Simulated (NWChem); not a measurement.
Molecule: carbon tetrachloride (CCl4); SMILES ClC(Cl)(Cl)Cl

Results from NWChem. Pople sets run with spherical d functions. Each level has its own optimisation; frequencies are unscaled.

| level | r C–Cl (Å) | highest harmonic frequency (cm⁻¹) | lowest (cm⁻¹) | zero-point energy (kcal/mol) |
|---|---|---|---|---|
| B3LYP/6-31G* | 1.792 | 749 | 219 | 5.8 |
| Hartree-Fock/6-31G* | 1.766 | 898 | 244 | 6.8 |
| PBE-D3(BJ)/def2-SVP | 1.788 | ? | ? | 5.7 |

Some entries are withheld; supply them.


- PBE-D3(BJ)/def2-SVP, highest harmonic frequency (cm⁻¹): 731
- PBE-D3(BJ)/def2-SVP, lowest (cm⁻¹): 208
